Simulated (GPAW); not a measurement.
**SiNH2F (SMILES N[Si]F): PBEsol-D3(0)/real-space grid (scalar-relativistic datasets)**

Wanted: a structure relaxation of SiNH2F. 

The results are computed with GPAW 26.7.0.

2 further runs of the same task are left out: 2 set aside as unsound or not needed. Runs told in other sessions of the task aren't counted.

### Step 1. The structure to begin with

SiNH2F: 5 atoms, total charge 0, spin state singlet. SMILES: `N[Si]F`. All atoms were displaced at random from a relaxed shape. The run starts from this shape.

Bond lengths: N1–Si2 1.636 Å, Si2–F3 1.631 Å, N1–H4 1.061 Å, N1–H5 1.007 Å. Angles: N1–Si2–F3 100.8°, Si2–N1–H4 125.3°, Si2–N1–H5 127.0°, H4–N1–H5 107.6°.

### Step 2. A structure relaxation at PBEsol-D3(0)/real-space grid (scalar-relativistic datasets)

relax.py

```python
import numpy as np
from ase import Atoms
from ase.calculators.mixing import SumCalculator
from ase.io import write
from ase.optimize import BFGSLineSearch
from ase.units import Bohr
from dftd3.ase import DFTD3
from gpaw import GPAW, setup_paths
from gpaw.atom.configurations import parameters
from gpaw.atom.generator import Generator

# Atomic positions
positions_bohr = np.array(
              [[ -0.744269,   0.371439,  -0.609994],
               [  0.307566,  -2.079239,   0.954298],
               [  3.047378,  -1.030553,   1.897056],
               [  0.213044,   2.122329,  -0.798772],
               [ -2.450637,   0.557586,  -1.432337]])
system = Atoms(["N", "Si", "F", "H", "H"], positions=positions_bohr * Bohr)
system.center(vacuum=4.5)

# Generate the setups first
for symbol in ["F", "H", "N", "Si"]:
    Generator(symbol, xcname="PBEsol", scalarrel=True, nofiles=True, txt=None).run(**parameters[symbol])
setup_paths.insert(0, ".")

# GPAW settings
calc = GPAW(mode="fd",
            h=0.18,
            xc="PBEsol",
            eigensolver="davidson",
            maxiter=100,
            poissonsolver={"name": "MomentCorrectionPoissonSolver", "poissonsolver": "fast", "moment_corrections": 9},
            symmetry="off",
            txt="run.txt")
system.calc = SumCalculator([DFTD3(method="PBEsol", damping="d3zero"), calc])

opt = BFGSLineSearch(system, trajectory="run.traj")
converged = opt.run(fmax=0.03, steps=60)
print("Converged:", converged)
print(f"Final energy            {system.get_potential_energy():.5f} eV")
print(f"r(F2-Si1): {system.get_distance(2, 1):.4f} Ang")
print(f"r(H4-N0): {system.get_distance(4, 0):.4f} Ang")
write("relaxed.xyz", system)
```

On the command line:

```sh
python3 relax.py
```

Standard output:

```text
Step[ FC]     Time          Energy          fmax
BFGSLineSearch:    0[  0] hh:mm:ss      -26.828688       3.8297
BFGSLineSearch:    1[  2] hh:mm:ss      -26.966187       0.6746
BFGSLineSearch:    2[  4] hh:mm:ss      -26.977112       0.2131
BFGSLineSearch:    3[  6] hh:mm:ss      -26.977921       0.1956
BFGSLineSearch:    4[  8] hh:mm:ss      -26.979148       0.1594
BFGSLineSearch:    5[ 10] hh:mm:ss      -26.980537       0.1544
BFGSLineSearch:    6[ 11] hh:mm:ss      -26.982947       0.2294
BFGSLineSearch:    7[ 14] hh:mm:ss      -26.986297       0.1680
BFGSLineSearch:    8[ 16] hh:mm:ss      -26.986842       0.1363
BFGSLineSearch:    9[ 18] hh:mm:ss      -26.988003       0.0889
BFGSLineSearch:   10[ 19] hh:mm:ss      -26.989152       0.0819
BFGSLineSearch:   11[ 20] hh:mm:ss      -26.989741       0.0330
BFGSLineSearch:   12[ 21] hh:mm:ss      -26.989994       0.0317
BFGSLineSearch:   13[ 23] hh:mm:ss      -26.990238       0.0601
BFGSLineSearch:   14[ 24] hh:mm:ss      -26.990358       0.0260
Converged: True
Final energy            -26.99036 eV
r(F2-Si1): 1.6482 Ang
r(H4-N0): 1.0188 Ang
```

run.txt:

```text
__  _  _
 | _ |_)|_||  |
 |__||  | ||/\| - 26.7.0

units:  Angstrom and eV
cores:  1
OpenMP: False

Versions:
  Python: 3.12.14
  ASE:    3.29.0
  Numpy:  2.5.5
  Scipy:  1.18.1
  Libxc:  7.0.0

        _gpaw.cpython-312-aarch64-linux-gnu.so

Input parameters:
  mode=FD(),
  eigensolver=Davidson(niter=2),
  h=0.18,
  maxiter=100,
  poissonsolver=PoissonSolver(name='MomentCorrectionPoissonSolver', poissonsolver='fast', moment_corrections=9),
  symmetry=Symmetry(point_group=False, time_reversal=False),
  xc=XC(name='PBEsol')

Diagonalizing LCAO Hamiltonian
Converting LCAO to fd mode
        .----------------------------.
       /|                            |
      / |                            |
     /  |                            |
    /   |                            |
   /    |                            |
  /     |                            |
 *      |                            |
 |      |                            |
 |      |             F              |
 |      |         SiH                |
 |      |       H                    |
 |      |                            |
 |      .----------------------------.
 |     /                            /
 |    /                            /
 |   /                            /
 |  /                            /
 | /                            /
 |/                            /
 *----------------------------*

Atoms  # Å, Bohr magnetons
|   | symbol |        x |        y |        z |    initial magnetic moments |
|---|--------|----------|----------|----------|-----------------------------|
| 0 |      N | 5.402971 | 5.796843 | 4.935165 | ( 0.0000,  0.0000,  0.0000) |
| 1 |     Si | 5.959578 | 4.500000 | 5.762953 | ( 0.0000,  0.0000,  0.0000) |
| 2 |      F | 7.409424 | 5.054941 | 6.261839 | ( 0.0000,  0.0000,  0.0000) |
| 3 |      H | 5.909559 | 6.723374 | 4.835268 | ( 0.0000,  0.0000,  0.0000) |
| 4 |      H | 4.500000 | 5.895348 | 4.500000 | ( 0.0000,  0.0000,  0.0000) |

Unit cell  # Å
| periodic |         x |         y |         z |   lengths |    angles |
|----------|-----------|-----------|-----------|-----------|-----------|
|       no | 11.909424 |  0.000000 |  0.000000 | 11.909424 | 90.000000 |
|       no |  0.000000 | 11.223374 |  0.000000 | 11.223374 | 90.000000 |
|       no |  0.000000 |  0.000000 | 10.761839 | 10.761839 | 90.000000 |

Number of symmetries: 1
Symmetry operations  # r_c * U_cc + t_c -> r_c
|   | kind |            matrix            |
|---|------|------------------------------|
| 0 |  E   |  1, 0, 0,  0, 1, 0,  0, 0, 1 |

BZ-sampling:
  Number of BZ points: 1
  Number of IBZ points: 1

  Monkhorst-Pack size: [1, 1, 1]
  Monkhorst-Pack shift: [0, 0, 0]

K-points  # in reciprocal-cell coordinates
|   |                                coordinates |     weight |
|---|--------------------------------------------|------------|
| 0 | (  0.00000000,   0.00000000,   0.00000000) | 1.00000000 |

Uniform wave function grid shape: (np.int64(67), np.int64(63), np.int64(59))
Spin-components: 1 (collinear spins)
Bands:           14
Projectors:      21
Spin-degeneracy: 2
Datatype:        float64

  Storage: CPU
  Wave functions: 27_892_368 bytes (27_892_368 per core)

Parallelization:
  kpt:    1
  domain: 1
  band:   1

Density:
  Valence electrons: 18.0
  Components: 1
  Grid points: [68 64 60]
  Charge: 0.0  # |e|

Potential:
  Grid points: [68 64 60]

species:
  N:
    name:    Nitrogen
    Z:       7.0
    valence: 5
    core:    2
    charge:  0.0  # [|e|]
    file:    N.PBEsol
    compensation charges:
      type: gauss
      rc: 0.18  # [Å]
      lmax: 2
    cutoffs:
      filter: 1.11  # [Å]
      core: 0.96  # [Å]
    projectors
    | kind |    occ | energy [eV] | rcut [Å] |
    |------|--------|-------------|----------|
    |   2s |  2.000 |     -18.455 |    0.603 |
    |   2p |  3.000 |      -7.035 |    0.529 |
    |    s |        |       8.756 |    0.603 |
    |    p |        |      20.177 |    0.529 |
    |    d |        |       0.000 |    0.577 |

    Using partial waves for N as LCAO basis

  Si:
    name:    Silicon
    Z:       14.0
    valence: 4
    core:    10
    charge:  0.0  # [|e|]
    file:    Si.PBEsol
    compensation charges:
      type: gauss
      rc: 0.33  # [Å]
      lmax: 2
    cutoffs:
      filter: 1.86  # [Å]
      core: 2.06  # [Å]
    projectors
    | kind |    occ | energy [eV] | rcut [Å] |
    |------|--------|-------------|----------|
    |   3s |  2.000 |     -10.768 |    1.058 |
    |   3p |  2.000 |      -4.057 |    1.058 |
    |    s |        |      16.444 |    1.058 |
    |    p |        |      23.155 |    1.058 |
    |    d |        |       0.000 |    1.058 |

    Using partial waves for Si as LCAO basis

  F:
    name:    Fluorine
    Z:       9.0
    valence: 7
    core:    2
    charge:  0.0  # [|e|]
    file:    F.PBEsol
    compensation charges:
      type: gauss
      rc: 0.20  # [Å]
      lmax: 2
    cutoffs:
      filter: 1.14  # [Å]
      core: 0.74  # [Å]
    projectors
    | kind |    occ | energy [eV] | rcut [Å] |
    |------|--------|-------------|----------|
    |   2s |  2.000 |     -29.719 |    0.635 |
    |   2p |  5.000 |     -11.050 |    0.635 |
    |    s |        |      -2.507 |    0.635 |
    |    p |        |      16.162 |    0.635 |
    |    d |        |       0.000 |    0.635 |

    Using partial waves for F as LCAO basis

  H:
    name:    Hydrogen
    Z:       1.0
    valence: 1
    core:    0
    charge:  0.0  # [|e|]
    file:    H.PBEsol
    compensation charges:
      type: gauss
      rc: 0.15  # [Å]
      lmax: 2
    cutoffs:
      filter: 0.85  # [Å]
      core: 0.53  # [Å]
    projectors
    | kind |    occ | energy [eV] | rcut [Å] |
    |------|--------|-------------|----------|
    |   1s |  1.000 |      -6.334 |    0.476 |
    |    s |        |      20.878 |    0.476 |
    |    p |        |       0.000 |    0.476 |

    Using partial waves for H as LCAO basis

Reference energy: -12078.168770  # eV

eigensolver:
  Davidson
  Converge bands: occupied
  niter=2

density mixing:
  MSR1-Mixer
  Pratt-step length: 0.05
  Maximum mixing coefficient: 0.75
  Old densities: 10
  SVD Regularization: 0.005
  Good broyden scale: 1.0
  Trust region scale: 1.0
  Backstep threshold: 4.0
  History deletion threshold: 6.0
  Fourier metric: weight=20.0, sigma=0.015

occupation numbers:
  # Zero width

FastPoissonSolver using
    Stencil: 6*3+1=19 point O(h^6) finite-difference Laplacian
    FFT axes: []
    FST axes: [np.int64(2), np.int64(1), np.int64(0)]

    1 moment corrections:
      [center] range(0, 9)
xc functional:
  name: PBEsol with 2 nearest neighbor stencil
interpolation: tri-quintic # 5. degree polynomial

Initialization done in: 6.038 s

convergence criteria:
- Maximum [total energy] change in last 3 cyles: 0.0005 eV / valence electron
- Maximum integral of absolute [dens]ity change: 0.0001 electrons / valence electron
- Maximum integral of absolute [eigenst]ate change: 4e-08 eV^2 / valence electron
maximum number of iterations: 100

SCF iterations
|iter     |     time |      energy | eigst |  dens |
|---------|----------|-------------|-------|-------|
|iter:   1| 00:00:07 |  -30.003072 | +1.09 |       |
|iter:   2| 00:00:08 |  -29.282344 | +0.22 | -0.70 |
|iter:   3| 00:00:10 |  -26.876168 | +0.59 | -0.75 |
|iter:   4| 00:00:11 |  -26.833538 | +0.02 | -1.33 |
|iter:   5| 00:00:13 |  -26.817101 | -0.93 | -1.56 |
|iter:   6| 00:00:14 |  -26.819310 | -1.33 | -1.91 |
[... 8 lines of this table left out ...]
|iter:  15| 00:00:28 |  -26.819242c| -5.67 | -4.99c|
|iter:  16| 00:00:29 |  -26.819242c| -6.04 | -5.51c|
|iter:  17| 00:00:30 |  -26.81
[... cut ...]
00 |  0.000000 | 11.909424 | 90.000000 |
|       no |  0.000000 | 11.223374 |  0.000000 | 11.223374 | 90.000000 |
|       no |  0.000000 |  0.000000 | 10.761839 | 10.761839 | 90.000000 |

Initialization done in: 1.027 s

convergence criteria:
- Maximum [total energy] change in last 3 cyles: 0.0005 eV / valence electron
- Maximum integral of absolute [dens]ity change: 0.0001 electrons / valence electron
- Maximum integral of absolute [eigenst]ate change: 4e-08 eV^2 / valence electron
maximum number of iterations: 100

SCF iterations
|iter     |     time |      energy | eigst |  dens |
|---------|----------|-------------|-------|-------|
|iter:   1| 00:08:16 |  -27.001145 | -2.17 |       |
|iter:   2| 00:08:17 |  -27.000147 | -3.06 | -2.85 |
|iter:   3| 00:08:18 |  -26.989795 | -3.08 | -2.87 |
|iter:   4| 00:08:20 |  -26.984352 | -3.73 | -3.35 |
|iter:   5| 00:08:21 |  -26.982061c| -4.34 | -3.77 |
|iter:   6| 00:08:23 |  -26.980951c| -5.03 | -4.11c|
[... 4 lines of this table left out ...]
|iter:  11| 00:08:30 |  -26.980465c| -7.18 | -5.76c|
|iter:  12| 00:08:32 |  -26.980466c| -7.54c| -5.97c|

Converged in 12 steps
SCF loop duration: 16.647 s (1.387 s/step)
Energy contributions relative to reference atoms: (reference = -12078.168770)

Energy contributions:
  Kinetic:          28.152749
  Coulomb:         -31.260387
  Zero:              0.549001
  External:          0.000000
  Xc:              -24.421829
  Entropy:           0.000000
  Spinorbit:         0.000000
  ----------------------------
  Free energy:     -26.980466
  Extrapolated:    -26.980466

dipole moment: (-0.332904, 0.277539, -0.256421)  # |e|*Ang

Fermi level: -4.117
Eigenvalues  # (at kpt = [0.000, 0.000, 0.000])
| band index |      eig [eV] | occ [0-2] |
|------------|---------------|-----------|
|          0 |       -28.957 |     2.000 |
|          1 |       -21.424 |     2.000 |
|          2 |       -13.167 |     2.000 |
|          3 |       -12.618 |     2.000 |
|          4 |       -10.986 |     2.000 |
|          5 |       -10.060 |     2.000 |
[... 6 lines of this table left out ...]
|         12 |         0.600 |     0.000 |
|         13 |         0.992 |     0.000 |

Gap: 4.023 eV
Transition (v -> c):
  (s=0, k=0, n=8, [0.00, 0.00, 0.00]) -> (s=0, k=0, n=9, [0.00, 0.00, 0.00])
No difference between direct/indirect transitions
vacuum-level: 0.000  # V

Forces  # eV/Ang
|        x |        y |        z |
|----------|----------|----------|
|  0.02914 | -0.02511 |  0.05168 |  # N    0
|  0.01308 |  0.02690 | -0.00018 |  # Si   1
| -0.01996 | -0.01085 |  0.00655 |  # F    2
| -0.01216 |  0.01253 | -0.00376 |  # H    3
| -0.01091 |  0.00409 | -0.00434 |  # H    4

Force computation time: 0.063  # s
        .----------------------------.
       /|                            |
      / |                            |
     /  |                            |
    /   |                            |
   /    |                            |
  /     |                            |
 *      |                            |
 |      |                            |
 |      |             F              |
 |      |         SiH                |
 |      |       H                    |
 |      |                            |
 |      .----------------------------.
 |     /                            /
 |    /                            /
 |   /                            /
 |  /                            /
 | /                            /
 |/                            /
 *----------------------------*

Atoms  # Å, Bohr magnetons
|   | symbol |        x |        y |        z |    initial magnetic moments |
|---|--------|----------|----------|----------|-----------------------------|
| 0 |      N | 5.393576 | 5.844804 | 4.953467 | ( 0.0000,  0.0000,  0.0000) |
| 1 |     Si | 5.955808 | 4.440118 | 5.762147 | ( 0.0000,  0.0000,  0.0000) |
| 2 |      F | 7.446300 | 5.000577 | 6.187559 | ( 0.0000,  0.0000,  0.0000) |
| 3 |      H | 5.933428 | 6.704054 | 4.836388 | ( 0.0000,  0.0000,  0.0000) |
| 4 |      H | 4.469283 | 5.899998 | 4.528590 | ( 0.0000,  0.0000,  0.0000) |

Unit cell  # Å
| periodic |         x |         y |         z |   lengths |    angles |
|----------|-----------|-----------|-----------|-----------|-----------|
|       no | 11.909424 |  0.000000 |  0.000000 | 11.909424 | 90.000000 |
|       no |  0.000000 | 11.223374 |  0.000000 | 11.223374 | 90.000000 |
|       no |  0.000000 |  0.000000 | 10.761839 | 10.761839 | 90.000000 |

Initialization done in: 1.023 s

convergence criteria:
- Maximum [total energy] change in last 3 cyles: 0.0005 eV / valence electron
- Maximum integral of absolute [dens]ity change: 0.0001 electrons / valence electron
- Maximum integral of absolute [eigenst]ate change: 4e-08 eV^2 / valence electron
maximum number of iterations: 100

SCF iterations
|iter     |     time |      energy | eigst |  dens |
|---------|----------|-------------|-------|-------|
|iter:   1| 00:08:33 |  -26.982443c| -2.82 |       |
|iter:   2| 00:08:35 |  -26.982360c| -3.63 | -3.21 |
|iter:   3| 00:08:36 |  -26.981536c| -3.64 | -3.24 |
|iter:   4| 00:08:38 |  -26.981048c| -3.99 | -3.77 |
|iter:   5| 00:08:39 |  -26.980844c| -4.57 | -4.20c|
|iter:   6| 00:08:41 |  -26.980674c| -5.21 | -4.44c|
[... 4 lines of this table left out ...]
|iter:  11| 00:08:48 |  -26.980592c| -7.20 | -5.93c|
|iter:  12| 00:08:50 |  -26.980592c| -7.53c| -6.33c|

Converged in 12 steps
SCF loop duration: 16.812 s (1.401 s/step)
Energy contributions relative to reference atoms: (reference = -12078.168770)

Energy contributions:
  Kinetic:          28.204788
  Coulomb:         -31.301999
  Zero:              0.548756
  External:          0.000000
  Xc:              -24.432138
  Entropy:           0.000000
  Spinorbit:         0.000000
  ----------------------------
  Free energy:     -26.980592
  Extrapolated:    -26.980592

dipole moment: (-0.331739, 0.277227, -0.258375)  # |e|*Ang

Fermi level: -4.115
Eigenvalues  # (at kpt = [0.000, 0.000, 0.000])
| band index |      eig [eV] | occ [0-2] |
|------------|---------------|-----------|
|          0 |       -28.962 |     2.000 |
|          1 |       -21.424 |     2.000 |
|          2 |       -13.170 |     2.000 |
|          3 |       -12.614 |     2.000 |
|          4 |       -10.990 |     2.000 |
|          5 |       -10.063 |     2.000 |
[... 6 lines of this table left out ...]
|         12 |         0.600 |     0.000 |
|         13 |         0.990 |     0.000 |

Gap: 4.024 eV
Transition (v -> c):
  (s=0, k=0, n=8, [0.00, 0.00, 0.00]) -> (s=0, k=0, n=9, [0.00, 0.00, 0.00])
No difference between direct/indirect transitions
vacuum-level: 0.000  # V

Forces  # eV/Ang
|        x |        y |       z |
|----------|----------|---------|
|  0.02428 | -0.00672 | 0.01790 |  # N    0
|  0.00228 |  0.01577 | 0.00285 |  # Si   1
| -0.00579 | -0.00784 | 0.00711 |  # F    2
| -0.00699 |  0.01016 | 0.00438 |  # H    3
| -0.01161 | -0.00100 | 0.00146 |  # H    4

Force computation time: 0.069  # s

timing:  # [seconds]
  Total:  529.281  # ━━━━━━━━━━━━━━━━━━━━━━━━━━━━━━━━━━━━━━━━━━━━━━━━━━━━━━━━
  Init:     6.038  # ╸
  SCF:    497.586  # ━━━━━━━━━━━━━━━━━━━━━━━━━━━━━━━━━━━━━━━━━━━━━━━━━━━━╸
  Forces:   1.658  #
  Move:    23.807  # ━━╸
```

It took 8.9 min on 1 thread of Arm Neoverse V1, shared host; peak memory 0.81 GiB.

Steps, from the record of the run:

```
step  energy from the first frame kept (eV)  largest force (eV/Å)
   0                                 0.0000                3.8297
   1                                -0.1375                0.6746
   2                                -0.1484                0.2131
   3                                -0.1492                0.1956
   4                                -0.1505                0.1594
   5                                -0.1518                0.1544
   6                                -0.1543                0.2294
   7                                -0.1576                0.1680
   8                                -0.1582                0.1363
   9                                -0.1593                0.0889
  10                                -0.1605                0.0819
  11                                -0.1611                0.0330
  12                                -0.1613                0.0317
  13                                -0.1616                0.0601
  14                                -0.1617                0.0260
```

After the run. Bond lengths: N1–Si2 1.716 Å, Si2–F3 1.648 Å, N1–H4 1.021 Å, N1–H5 1.019 Å. Angles: N1–Si2–F3 98.0°, Si2–N1–H4 124.7°, Si2–N1–H5 122.6°, H4–N1–H5 112.7°.

### Step 3. Outcome

At PBEsol-D3(0)/real-space grid (scalar-relativistic datasets):

```
                                              quantity         value
energy as printed (from the program's reference atoms)   -26.9904 eV
                                         dipole moment        2.42 D
                                           HOMO energy      -6.13 eV
                                           LUMO energy      -2.10 eV
                                         HOMO–LUMO gap       4.02 eV
                                     dispersion energy  -0.94 kJ/mol
```

**Reading.** At the final geometry: Bond lengths: N1–Si2 1.716 Å, Si2–F3 1.648 Å, N1–H4 1.021 Å, N1–H5 1.019 Å. Angles: N1–Si2–F3 98.0°, Si2–N1–H4 124.7°, Si2–N1–H5 122.6°, H4–N1–H5 112.7°. The optimisation took 14 steps and changed the energy by -0.162 eV.
